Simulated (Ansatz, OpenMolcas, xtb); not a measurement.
# How methods differ on CClF2 (chlorodifluoromethyl radical)

CClF2 has 4 atoms, charge 0, and is taken as a doublet. As SMILES, `F[C](F)Cl`. The coordinates come from a PBE0-D4/def2-TZVP relaxation.

Quantity: the vertical ionisation energy (to the singlet cation), in eV. The values are calculated.

| level | kind | program | value (eV) |
| --- | --- | --- | --- |
| GFN1-xTB | semi-empirical | xtb | 14.63 |
| GFN2-xTB | semi-empirical | xtb | 14.71 |
| UHF/STO-3G | Hartree–Fock | Ansatz | 8.30 |
| ROHF/ANO-L-VDZ (Cholesky decomposition) | Hartree–Fock | OpenMolcas | 11.30 |
| USVWN5/STO-3G | LDA | Ansatz | 6.77 |
| U-revPBE/STO-3G | GGA | Ansatz | 6.84 |
| UBLYP/STO-3G | GGA | Ansatz | 6.72 |
| UPBE/STO-3G | GGA | Ansatz | 6.86 |
| U-r2SCAN/STO-3G | meta-GGA | Ansatz | 7.32 |
| U-r2SCAN0/STO-3G | hybrid meta-GGA | Ansatz | 7.87 |

The values span 6.72 to 14.71 eV. The xTB values lack the empirical shift that such differences need.
